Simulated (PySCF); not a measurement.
All values below come from PBE-D3(BJ)/def2-TZVP // B3LYP-D3(BJ)/def2-SVP in PySCF. All species are isolated molecules in the gas phase. 

Reference species (SMILES): `O` (neutral, multiplicity 1).

```yaml
HOMO–LUMO gap: 6.89 eV
HOMO: -6.97 eV
```

Changed species: `COC` (free base O(CH3)2; the reference has free base H2O).

### Question
Predict the effect on the HOMO–LUMO gap and HOMO.

### Answer
the HOMO–LUMO gap falls by 0.51 eV, to 6.38 eV; the HOMO rises by 1.13 eV, to -5.84 eV.
